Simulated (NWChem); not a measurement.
System: hydrogen fluoride (HF); SMILES F

Here is an NWChem input.

```
start job
memory heap 200 mb stack 900 mb global 1100 mb
geometry units angstroms noautoz
  F      0.000000     0.000000     0.094420
  H      0.000000     0.000000    -0.840355
end
basis spherical
  * library def2-svpd
end
dft
  xc xpbe96 cpbe96
  iterations 150
  mulliken
end
task dft energy
```

Coordinates come from a B3LYP/6-31G* (spherical d) optimisation.

Problem. Predict the main results of this run. (PBE/def2-SVPD.) Quantities: basis functions; energy (Ha); highest occupied level (eV); orbital gap (eV); dipole (D).

Solution. 
```
Property                       Value
---------------------------  -------
number of basis functions         31
energy (Ha)                  -100.28
highest occupied level (eV)    -9.68
orbital gap (eV)                9.16
dipole (D)                      1.80
```
